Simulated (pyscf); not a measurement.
Single points on ωB97X-D3(BJ)/def2-SVP structures (PySCF, gas phase).

Q: Estimate the classical barrier height and the reaction energy of `[O]=[SiH][OH]` + `[ClH]` → `[O]=[Si]([OH])[Cl]` + `[H][H]` at ωB97X-D3(BJ)/def2-TZVP. The step runs on the singlet surface, breaks H–Si, Cl–H and forms Cl–Si, H–H; take the separated reactants as zero.

A: ΔE‡ = 20.5 kcal/mol, ΔE = -19.0 kcal/mol. ωB97M-D3(BJ)/def2-TZVP gives 21.9 kcal/mol and -16.5 kcal/mol. Zero-point energy shifts the barrier by -0.1 kcal/mol. It is a four-centre exchange, with an imaginary mode of 1153i cm⁻¹. On the reactant side the descent ends in a complex (not fully relaxed), 5.8 kcal/mol under the separated species and 26.2 kcal/mol under the saddle at ωB97X-D3(BJ)/def2-TZVP. The same reactants have a lower exit, to O=SiH–Cl + H₂O (highest point, the separated products, at +7.1 kcal/mol at ωB97M-D3(BJ)/def2-TZVP, against +21.9 kcal/mol here). O=SiH–OH lies 9.8 kcal/mol over its isomer HO–Si:–OH [singlet] (electronic energy, ωB97M-D3(BJ)/def2-TZVP). This is the saddle that the search found; another between the same sides may lie lower.
